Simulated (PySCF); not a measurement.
## Core-level binding energies of `[CH3][AlH2]`

CH5Al.
Z-matrix (Å and degrees, PBE0-D3(BJ)/def2-SVP geometry), rows numbered from 1:
```
C 
Al  1  1.9558
H   1  1.1033  2  111.55
H   1  1.1051  2  109.69  3  -116.98
H   1  1.1008  2  113.62  3   122.75
H   2  1.5936  1  119.78  3    49.69
H   2  1.5932  1  121.55  3  -131.63
```

Level of theory: delta-SCF UKS SCAN, pcX-2 on the ionised atom, pcseg-1 elsewhere, spin-free X2C (PySCF 2.14.0). Binding energies are ΔSCF values: E(core-ionised, relaxed orbitals) − E(ground state) at a fixed geometry, referred to the vacuum level.

Question: What binding energy does each computed site have?

Answer: 
| atom(s) | bonded to | level | binding energy (eV) | count |
| --- | --- | --- | --- | --- |
| Al2 | C and 2 H | Al 1s | 1566.99 | 1 |
| C1 | 3 H and Al | C 1s | 289.87 | 1 |

Question: Which effective nuclear charge Zeff reproduces each element's mean 1s value in the hydrogen-like formula E = 13.606 eV × Zeff²?

Answer: C (Z = 6): mean 289.9 eV, Zeff = 4.62, Z − Zeff = 1.38; Al (Z = 13): mean 1567.0 eV, Zeff = 10.73, Z − Zeff = 2.27. Means run over the listed sites, weighted by atom count.

Isolated species at its PBE0-D3(BJ)/def2-SVP geometry, gas phase.
